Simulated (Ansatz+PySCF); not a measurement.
The numbers below are computed, except where a source is named.
## PySCF 2.14.0 run

```python
from pyscf import gto, scf, cc

mol = gto.M(atom="""
C 0.000000 0.000000 0.000000
H 1.090340 0.000000 0.000000
H -0.545170 0.944270 0.000000
H -0.545170 -0.944270 0.000000
C 30.000000 0.000000 0.000000
H 29.580610 0.936880 0.367710
H 30.528900 -0.023600 -0.953180
H 29.890490 -0.913280 0.585470
""", basis='cc-pvdz', charge=0, spin=2)
mf = scf.UHF(mol)
mf.kernel()
mycc = cc.CCSD(mf, frozen=2).run()
et = mycc.ccsd_t()
print(mf.e_tot, mycc.e_corr, et, mycc.e_tot + et)
```

The script is written out from the run's settings.

Results

* Converged: yes
* Reference energy: -79.12728 hartree
* CCSD correlation energy: -0.30004 hartree
* Triples correction: -0.00526 hartree
* Total energy: -79.43259 hartree
